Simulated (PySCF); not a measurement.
Ionisation energies (eV) were calculated with PySCF 2.14 by LDA, MP2 (valence), PBE0, in another order, as differences of total energies without spin-orbit coupling. The measured values are between term centres (NIST).

```csv
species,measured,A,B,C
"B (x2c-QZVPPall with one added diffuse shell each of s, p, d, f type, spin-free X2C)",8.297,8.644,8.289,8.643
"C (x2c-QZVPPall with one added diffuse shell each of s, p, d, f type, spin-free X2C)",11.262,11.509,11.277,11.688
"Cl⁺ (x2c-QZVPPall with one added diffuse shell each of s, p, d, f type, spin-free X2C)",23.771,23.823,23.473,23.963
"Ca (x2c-QZVPPall with one added diffuse shell each of s, p, d, f type, spin-free X2C)",6.113,6.013,5.690,6.232
"Sc (x2c-QZVPPall with one added diffuse shell each of s, p, d, f, g type, spin-free X2C)",6.562,6.372,6.111,6.678
"Ti (x2c-QZVPPall with one added diffuse shell each of s, p, d, f, g type, spin-free X2C)",6.828,6.564,6.383,6.919
"Ag (x2c-QZVPPall with one added diffuse shell each of s, p, d, f, g type, spin-free X2C)",7.576,7.628,7.500,8.256
"Cd⁺ (x2c-QZVPPall with one added diffuse shell each of s, p, d, f, g type, spin-free X2C)",16.908,17.011,16.857,17.712
```

Task: Which column is which method?

Result: A is PBE0 (mean error 0.03 eV); B is MP2 (valence) (mean error -0.22 eV); C is LDA (mean error 0.35 eV). PBE0, with a quarter of exact exchange, lies close to experiment on average. Valence MP2 in a finite basis recovers only part of the missing correlation, so it stays below experiment on average. LDA overbinds the outer electron and comes out highest.
